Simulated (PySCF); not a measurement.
C₃H₅S₂ (doublet state).
Numbering: `[CH:1]1[CH2:2][S:3][CH2:4][S:5]1` (hydrogens: H6 on C1; H7, H8 on C2; H9, H10 on C4)

Geometry (GFN2-xTB, Å), atoms numbered from 1 in this order:
```
atom  x, y, z in Å
C1    -0.7288    1.0590   -0.2748
C2    -1.1503   -0.3076    0.0101
S3     0.1347   -1.0442    1.1476
C4     1.4472   -0.3593    0.1138
S5     0.9492    1.3205   -0.4526
H6    -1.3490    1.9199   -0.1251
H7    -2.1177   -0.3651    0.5033
H8    -1.1415   -0.9597   -0.8685
H9     1.6003   -0.9844   -0.7656
H10    2.3648   -0.2744    0.6892
```

Theory: PySCF 2.14.0, UKS B3LYP, pcH-1 on C H S, non-relativistic, mean-field spin-orbit, GIAO. Geometry: GFN2-xTB, one conformer, isolated molecule. The geometry wasn't refined by DFT: couplings that depend on bond lengths, twists or pyramidal angles can differ widely from those at the functional's own minimum. The SCF solution wasn't tested for stability.

Q: Match the computed a_iso(13C) values +87.0, -25.0, +22.6 MHz with the sites C1; C2; C4.

A: 
```tsv
site	a_iso (MHz)	ρ(0) (bohr⁻³)	position	distance from C1 (Å)	spin population	largest |T| (MHz)
C1	+87.0	+0.0772	largest spin population	0.00	+0.78	134.9
C2	-25.0	-0.0222	1 bond from C1	1.46	-0.06	3.4
C4	+22.6	+0.0201	2 bonds from C1	2.63	0.00	2.5
```

Q: The isotropic 33S couplings are +11.2, +6.8 MHz. Assign them to S3; S5.

A: 
```
site  a_iso (MHz)  ρ(0) (bohr⁻³)         position  distance from C1 (Å)  spin population  largest |T| (MHz)
  S3         +6.8        +0.0197  2 bonds from C1                  2.68            +0.08               17.0
  S5        +11.2        +0.0339   1 bond from C1                  1.71            +0.18               45.1
```

Q: The isotropic 1H couplings, averaged over equivalent nuclei, are +50.2, -34.3, +5.4 MHz. Assign them to H6; H7/H8; H9/H10.

A: 
```
  site  a_iso (MHz)  ρ(0) (bohr⁻³)            position  distance from C1 (Å)  bound to  spin population there  largest |T| (MHz)
    H6        -34.3        -0.0077   α, 1 bond from C1                  1.07        C1                  +0.78               33.3
 H7/H8        +50.2        +0.0112  β, 2 bonds from C1                  2.14        C2                  -0.06                7.7
H9/H10         +5.4        +0.0012  γ, 3 bonds from C1                  3.32        C4                   0.00                4.0
```

ρ(0) is the spin density at the nucleus and T the dipolar tensor; a_iso includes a spin–orbit part; entries for several nuclei are means. The largest Mulliken spin populations are on C1 (+0.78), S5 (+0.18), S3 (+0.08) and C2 (-0.06). The angles at C1 add up to 358.0°, so it is nearly planar; its axial dipolar tensor and the negative coupling of its proton fit spin in a p orbital normal to that plane.

Nuclei that the bonding pattern makes equivalent are averaged, as if the motion that swaps them (rotation, inversion, ring flip) were fast. The 1H value of +50.2 MHz is a mean of couplings from 8.0 to 92.3 MHz in this one geometry, not an average over conformers. The 1H value of +5.4 MHz is a mean of couplings from 1.7 to 9.2 MHz in this one geometry, not an average over conformers.
